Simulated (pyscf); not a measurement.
CH₄ (SMILES C) + SiH₄ (SMILES [SiH4]) → H₃C–SiH₃ (SMILES C[SiH3]) + H₂ (SMILES [H][H]) (four-centre exchange; singlet surface; C–H, H–Si broken, C–Si, H–H formed). Single points on ωB97X-D3(BJ)/def2-SVP structures (PySCF, gas phase). Energies in eV from the separated reactants.

```json
[
 {"level": "ωB97X-D3(BJ)/def2-TZVP", "barrier": "3.43", "reaction energy": "+0.26"},
 {"level": "PBE/def2-TZVP", "barrier": "3.12", "reaction energy": "+0.30"},
 {"level": "r²SCAN/def2-TZVP", "barrier": "3.23", "reaction energy": "+0.28"},
 {"level": "B3LYP-D3(BJ)/def2-TZVP", "barrier": "3.43", "reaction energy": "+0.32"},
 {"level": "PBE0-D3(BJ)/def2-TZVP", "barrier": "3.22", "reaction energy": "+0.29"},
 {"level": "M06-2X/def2-TZVP", "barrier": "3.46", "reaction energy": "+0.25"}
]
```

The functionals in the table span 0.34 eV in this barrier, from PBE to M06-2X. At the saddle there is also a short H–Si contact that neither side keeps. One saddle was located; it need not be the lowest between these sides.
